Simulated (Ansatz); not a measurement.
Isomers of C3H3FO, relaxed with PBE0-D4/def2-TZVP in Ansatz; electronic energies, one conformer each and not always the lowest. Functionals use def2-TZVPP; CBS adds triple-zeta CCSD(T) − MP2 to the MP2 limit of def2-TZVPP and def2-QZVPP.

Question: Order them by energy at frozen-core CCSD(T)/CBS, lowest first. (An estimate is asked.)
A. `C=C=C(O)F`
B. `FC1=COC1`
C. `FC1C=CO1`
D. `OC1=C(F)C1`
E. `OC1(F)C=C1`
F. `OCC#CF`
G. `C#COCF`

Answer: C (0.0 kcal/mol), A (1.7 kcal/mol), E (9.4 kcal/mol), B (10.7 kcal/mol), G (17.8 kcal/mol), F (20.7 kcal/mol), D (28.5 kcal/mol).

Question: How do MP2/CBS(def2), HF/CBS(def2), B2PLYP, B3LYP place them (kcal/mol, against `FC1C=CO1`)? (Best estimate.)

Answer: The calculation gave: 
```json
{"isomer": "`C=C=C(O)F`", "MP2/CBS(def2)": "3.2", "HF/CBS(def2)": "-0.7", "B2PLYP": "-0.8", "B3LYP": "-3.4"}
{"isomer": "`FC1=COC1`", "MP2/CBS(def2)": "11.1", "HF/CBS(def2)": "11.9", "B2PLYP": "10.2", "B3LYP": "9.6"}
{"isomer": "`OC1=C(F)C1`", "MP2/CBS(def2)": "26.8", "HF/CBS(def2)": "29.7", "B2PLYP": "26.9", "B3LYP": "25.7"}
{"isomer": "`OC1(F)C=C1`", "MP2/CBS(def2)": "7.8", "HF/CBS(def2)": "8.9", "B2PLYP": "9.6", "B3LYP": "9.2"}
{"isomer": "`OCC#CF`", "MP2/CBS(def2)": "19.5", "HF/CBS(def2)": "17.4", "B2PLYP": "18.9", "B3LYP": "18.5"}
{"isomer": "`C#COCF`", "MP2/CBS(def2)": "17.1", "HF/CBS(def2)": "11.1", "B2PLYP": "15.3", "B3LYP": "15.0"}
```

B3LYP here is the variant with VWN-RPA as its local correlation; programs differ in this.
